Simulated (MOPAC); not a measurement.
MOPAC input (PM6):

```
PM6 PRECISE GNORM=0.05 LET XYZ UHF MS=0.5 GEO-OK AUX(PRECISION=9) THREADS=1
C5H4N

N     0.00159167 1    0.00124015 1    1.33862038 1
C    -0.00164628 1   -0.00128270 1   -1.38454824 1
C     0.00454094 1    1.14182373 1    0.65581616 1
C    -0.00297884 1   -1.14060661 1    0.65793964 1
C    -0.00486242 1   -1.20833868 1   -0.74203708 1
C     0.00309513 1    1.20696169 1   -0.74428417 1
H     0.00825189 1    2.05866771 1    1.23698913 1
H    -0.00530568 1   -2.05637217 1    1.24081758 1
H    -0.00861285 1   -2.16324948 1   -1.25072209 1
H     0.00563376 1    2.16092832 1   -1.25474511 1
```

Output:

```
 *******************************************************************************
 **                                                                           **
 **                              MOPAC v23.2.5                                **
 **                                                                           **
 *******************************************************************************
 ** MOPAC's Digital Object Identifier: https://doi.org/10.5281/zenodo.6511958 **
 **                                                                           **
 ** Please cite the open-source release paper for use of this MOPAC version:  **
 ** J. E. Moussa and J. J. P. Stewart (2026)                                  **
 ** MOPAC: An open-source semiempirical molecular orbital program             **
 ** J. Open Source Softw., 11(119), 8025, https://doi.org/10.21105/joss.08025 **
 *******************************************************************************

                              PM6 CALCULATION RESULTS

 *******************************************************************************
 *  PM6        - The PM6 Hamiltonian to be used
 *  GEO-OK     - OVERRIDE INTERATOMIC DISTANCE AND OTHER SAFETY CHECKS
 *  UHF        - UNRESTRICTED HARTREE-FOCK CALCULATION
 *  MS=        - IN MECI, MAGNETIC COMPONENT OF SPIN =  0.5
 *  LET        - OVERRIDE SOME SAFETY CHECKS
 *  PRECISE    - TIGHTER CRITERIA TO BE USED
 *  XYZ        - CARTESIAN COORDINATE SYSTEM TO BE USED
 *  GNORM      - EXIT WHEN GRADIENT NORM DROPS BELOW 0.050
 *  AUX        - OUTPUT AUXILIARY INFORMATION
 *******************************************************************************
PM6 PRECISE GNORM=0.05 LET XYZ UHF MS=0.5 GEO-OK AUX(PRECISION=9) THREADS=1
 C5H4N

   ATOM   CHEMICAL          X               Y               Z
  NUMBER   SYMBOL      (ANGSTROMS)     (ANGSTROMS)     (ANGSTROMS)

     1       N          0.00159167  *   0.00124015  *   1.33862038  *
     2       C         -0.00164628  *  -0.00128270  *  -1.38454824  *
     3       C          0.00454094  *   1.14182373  *   0.65581616  *
     4       C         -0.00297884  *  -1.14060661  *   0.65793964  *
     5       C         -0.00486242  *  -1.20833868  *  -0.74203708  *
     6       C          0.00309513  *   1.20696169  *  -0.74428417  *
     7       H          0.00825189  *   2.05866771  *   1.23698913  *
     8       H         -0.00530568  *  -2.05637217  *   1.24081758  *
     9       H         -0.00861285  *  -2.16324948  *  -1.25072209  *
    10       H          0.00563376  *   2.16092832  *  -1.25474511  *

          CARTESIAN COORDINATES

    NO.       ATOM           X           Y           Z

     1         N          0.0016      0.0012      1.3386
     2         C         -0.0016     -0.0013     -1.3845
     3         C          0.0045      1.1418      0.6558
     4         C         -0.0030     -1.1406      0.6579
     5         C         -0.0049     -1.2083     -0.7420
     6         C          0.0031      1.2070     -0.7443
     7         H          0.0083      2.0587      1.2370
     8         H         -0.0053     -2.0564      1.2408
     9         H         -0.0086     -2.1632     -1.2507
    10         H          0.0056      2.1609     -1.2547

 General Reference for PM6:
 "Optimization of Parameters for Semiempirical Methods V: Modification of NDDO Approximations
 and Application to 70 Elements", J. J. P. Stewart, J. Mol. Mod., 13, 1173-1213 (2007)
 URL: https://link.springer.com/article/10.1007/s00894-007-0233-4

           Empirical Formula: C5 H4 N  =    10 atoms

      MOLECULAR POINT GROUP   :   C2v

          UHF CALCULATION, NO. OF ALPHA ELECTRONS =   15
                           NO. OF BETA  ELECTRONS =   14

          Geometry optimization using EF

          DIAGONAL MATRIX USED AS START HESSIAN

 CYCLE:     1  GRAD.:    80.092 HEAT:  84.86421
 CYCLE:     2  GRAD.:   236.063 HEAT:  100.6580
 CYCLE:     3  GRAD.:    77.197 HEAT:  84.88897
 CYCLE:     4  GRAD.:   341.910 HEAT:  116.9355
 CYCLE:     5  GRAD.:   195.034 HEAT:  94.17425
 CYCLE:     6  GRAD.:   350.520 HEAT:  103.6892
 CYCLE:     7  GRAD.:   121.955 HEAT:  89.45752
 CYCLE:     8  GRAD.:   324.318 HEAT:  116.3845
 CYCLE:     9  GRAD.:   225.178 HEAT:  94.99514
 CYCLE:    10  GRAD.:    96.697 HEAT:  87.93828
 CYCLE:    11  GRAD.:   108.168 HEAT:  84.09949
 CYCLE:    12  GRAD.:   691.151 HEAT:  164.6586
 CYCLE:    13  GRAD.:    34.307 HEAT:  82.28578
 CYCLE:    14  GRAD.:   117.613 HEAT:  85.20995
 CYCLE:    15  GRAD.:    38.782 HEAT:  82.41196
 CYCLE:    16  GRAD.:   116.502 HEAT:  86.09175
 CYCLE:    17  GRAD.:    30.002 HEAT:  82.26211
 CYCLE:    18  GRAD.:    42.825 HEAT:  82.59421
 CYCLE:    19  GRAD.:     9.239 HEAT:  81.99786
 CYCLE:    20  GRAD.:    39.193 HEAT:  82.57586
 CYCLE:    21  GRAD.:     1.901 HEAT:  81.96739
 CYCLE:    22  GRAD.:     3.455 HEAT:  81.97215
 CYCLE:    23  GRAD.:     0.721 HEAT:  81.96567
 CYCLE:    24  GRAD.:     0.846 HEAT:  81.96579
 CYCLE:    25  GRAD.:     0.080 HEAT:  81.96539
 CYCLE:    26  GRAD.:     0.040 HEAT:  81.96539

     GRADIENT =  0.04001 IS LESS THAN CUTOFF =  0.05000

 -------------------------------------------------------------------------------
 PM6 PRECISE GNORM=0.05 LET XYZ UHF MS=0.5 GEO-OK AUX(PRECISION=9) THREADS=1
 C5H4N

     GEOMETRY OPTIMISED USING EIGENVECTOR FOLLOWING (EF).
     SCF FIELD WAS ACHIEVED

                              PM6 CALCULATION
                                                       MOPAC v23.2.5 Linux

          FINAL HEAT OF FORMATION =         81.96539 KCAL/MOL =     342.94320 KJ/MOL

          COSMO AREA              =        113.68 SQUARE ANGSTROMS
          COSMO VOLUME            =        102.02 CUBIC ANGSTROMS

          GRADIENT NORM           =          0.04001          =       0.01265 PER ATOM
          IONIZATION POTENTIAL    =          9.792033 EV
          ALPHA SOMO LUMO (EV)    =         -9.792 -0.462
          BETA  SOMO LUMO (EV)    =        -10.460 -0.434
          NO. OF ALPHA ELECTRONS  =         15
          NO. OF BETA  ELECTRONS  =         14
          MOLECULAR WEIGHT        =         78.0933         POINT GROUP:  C2v

          MOLECULAR DIMENSIONS (Angstroms)

            Atom       Atom       Distance
            H     9    H     7     4.97147
            H    10    H     8     4.39710
            C     4    C     6     0.00000

          SCF CALCULATIONS        =         27

   ATOM   CHEMICAL          X               Y               Z
  NUMBER   SYMBOL      (ANGSTROMS)     (ANGSTROMS)     (ANGSTROMS)

     1       N          0.00160130  *   0.00186420  *   1.34481575  *
     2       C         -0.00159548  *  -0.00184455  *  -1.33999479  *
     3       C          0.00465174  *   1.17583270  *   0.65496786  *
     4       C         -0.00308882  *  -1.17399130  *   0.65823214  *
     5       C         -0.00496871  *  -1.23532607  *  -0.75686869  *
     6       C          0.00316302  *   1.23324006  *  -0.76028772  *
     7       H          0.00838234  *   2.09111239  *   1.25676542  *
     8       H         -0.00538285  *  -2.08761629  *   1.26254849  *
     9       H         -0.00869796  *  -2.16962363  *  -1.30474050  *
    10       H          0.00558405  *   2.16600762  *  -1.31076734  *

                             CARTESIAN COORDINATES

   1    N        0.001601303     0.001864203     1.344815752
   2    C       -0.001595481    -0.001844552    -1.339994786
   3    C        0.004651744     1.175832702     0.654967856
   4    C       -0.003088820    -1.173991303     0.658232142
   5    C       -0.004968709    -1.235326074    -0.756868691
   6    C        0.003163016     1.233240064    -0.760287716
   7    H        0.008382335     2.091112392     1.256765416
   8    H       -0.005382851    -2.087616291     1.262548493
   9    H       -0.008697963    -2.169623630    -1.304740500
  10    H        0.005584051     2.166007624    -1.310767341

           Empirical Formula: C5 H4 N  =    10 atoms

      MOLECULAR POINT GROUP   :   C2v

          ALPHA EIGENVALUES
 -32.26660 -27.33739 -26.88335 -22.69706 -21.62132 -17.37162 -16.62583 -16.40668
 -15.07995 -14.53328 -13.14166 -11.26741 -11.03802 -10.29894  -9.79203  -0.46248
  -0.08415   2.18398   3.18557   3.76129   3.92951   4.35038   4.79134   5.04328
   5.23368   5.54259   5.67906   6.04824

           BETA EIGENVALUES
 -32.35380 -27.25838 -26.82116 -22.63679 -21.36348 -17.21758 -16.47912 -16.13679
 -15.00260 -14.52085 -13.04306 -11.00714 -10.70453 -10.45991  -0.43434  -0.17747
   0.32476   2.26540   3.19583   3.81876   4.13180   4.52627   4.87925   5.19076
   5.26989   5.59180   5.68034   6.10384

              NET ATOMIC CHARGES AND DIPOLE CONTRIBUTIONS

  ATOM NO.   TYPE          CHARGE      No. of ELECS.   s-Pop       p-Pop
    1          N          -0.327117        5.3271     1.70979     3.61732
    2          C           0.098216        3.9018     1.20031     2.70148
    3          C           0.062004        3.9380     1.12070     2.81729
    4          C           0.062007        3.9380     1.12070     2.81729
    5          C          -0.305138        4.3051     1.11497     3.19017
    6          C          -0.305135        4.3051     1.11497     3.19017
    7          H           0.168412        0.8316     0.83159
    8          H           0.168412        0.8316     0.83159
    9          H           0.189169        0.8108     0.81083
   10          H           0.189170        0.8108     0.81083
 DIPOLE           X         Y         Z       TOTAL
 POINT-CHG.    -0.001    -0.001    -0.469     0.469
 HYBRID        -0.001    -0.001    -0.758     0.758
 SUM           -0.001    -0.002    -1.227     1.227

          ATOMIC ORBITAL ELECTRON POPULATIONS

     Atom    s        px        py        pz
    1  N   1.70979   1.17119   1.03956   1.40657
    2  C   1.20031   0.84630   0.93043   0.92475
    3  C   1.12070   0.89217   0.98876   0.93636
    4  C   1.12070   0.89217   0.98832   0.93680
    5  C   1.11497   1.09909   1.07583   1.01525
    6  C   1.11497   1.09908   1.07558   1.01550
    7  H   0.83159
    8  H   0.83159
    9  H   0.81083
   10  H   0.81083

                    (SZ)    =    0.500000
                    (S**2)  =    0.845006

          ATOMIC ORBITAL SPIN POPULATIONS

    Atom   Total    s     px     py     pz
         Atomic
    1  N -0.1521  0.000 -0.130 -0.012 -0.010
    2  C  1.1218  0.138  0.188  0.033  0.763
    3  C  0.2203  0.013  0.151  0.011  0.046
    4  C  0.2203  0.013  0.151  0.011  0.046
    5  C -0.2169 -0.007 -0.179 -0.017 -0.013
    6  C -0.2169 -0.007 -0.179 -0.017 -0.013
    7  H -0.0024 -0.002
    8  H -0.0024 -0.002
    9  H  0.0141  0.014
   10  H  0.0141  0.014

 **********************
 *                    *
 * JOB ENDED NORMALLY *
 *                    *
 **********************

 == MOPAC DONE ==
```
